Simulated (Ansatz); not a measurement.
Ideal-gas functions of C₃H₃FO (`OC1=C(F)C1`) at 600 K and 1 bar, from an Ansatz frequency run at PBE0-D4/def2-TZVP.

Molar mass 74.05 g/mol, point group Cs (symmetry number 1), electronic degeneracy 1, moments of inertia 45.541, 131.185, 173.355 u Å². Harmonic wavenumbers (cm⁻¹, unscaled): 204, 284, 360, 463, 546, 782, 819, 993, 1102, 1126, 1174, 1314, 1357, 1530, 2071, 3019, 3078, 3828.

Use S(trans) = R[1.5 ln M + 2.5 ln T − 1.1517]; rotational temperatures θ = 24.2544 K / I; S(rot) = R[ln(√π/σ · √(T³/θAθBθC)) + 1.5]; for each mode x = 1.438777 ν̃/T, S = R[x/(eˣ − 1) − ln(1 − e⁻ˣ)] and H = RT x/(eˣ − 1); 1 cm⁻¹ = 0.0119627 kJ/mol; R = 8.31446 J/(mol·K).

By hand: the entropy, in J/(mol·K).

Translation 177.1. Rotation: θ = 0.5326, 0.1849, 0.1399 K, giving 114.8. Vibration, mode by mode: 14.34, 11.67, 9.79, 7.86, 6.64, 4.21, 3.92, 2.82, 2.30, 2.20, 2.00, 1.54, 1.41, 1.01, 0.35, 0.05, 0.04, 0.01, in all 72.2. Electronic 0.0. Sum 364.1 J/(mol·K).

By hand: H − E and G − E in kJ/mol, counted from the electronic energy.

Zero-point energy ½ × 24050 × 0.0119627 = 143.9; thermal vibration 25.1; translation, rotation and pV give 4 RT = 20.0. H − E = 189.0 kJ/mol, and G − E = 189.0 − 600 × 364.1/1000 = -29.5 kJ/mol.

Vibration gives 20 % of the entropy. The sum counts one conformer and one mirror image; others add a mixing term.
